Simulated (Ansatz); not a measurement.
This Ansatz (a first-principles code) input (CCSD(T)/cc-pVTZ) gives -151.38433 Eh with 88 basis functions.

Ansatz 0.2 input:
```yaml
crystal:
  periodic: [false, false, false]
  atoms:
    - {symbol: O, position_ang: [0.01545466, 0.72381182, -0.07020381]}
    - {symbol: O, position_ang: [-0.01124373, -0.72607760, -0.04190313]}
    - {symbol: H, position_ang: [0.80569804, 0.89668240, 0.46138431]}
    - {symbol: H, position_ang: [-0.83938551, -0.87855617, 0.43547118]}
basis:
  gaussian:
    orbitals: cc-pVTZ
magnetization: {spin_polarized: false}
correlation: {method: ccsd_t, frozen_orbitals: {H: 0, O: 0}}
```

Change:
```diff
- correlation: {method: ccsd_t, frozen_orbitals: {H: 0, O: 0}}
+ correlation: {method: ccsd_t, electrons: outside_noble_gas}
```

What does the run give now?

-151.35850 Eh (CCSD(T)/cc-pVTZ, 88 functions), a change of +25.83 mEh.
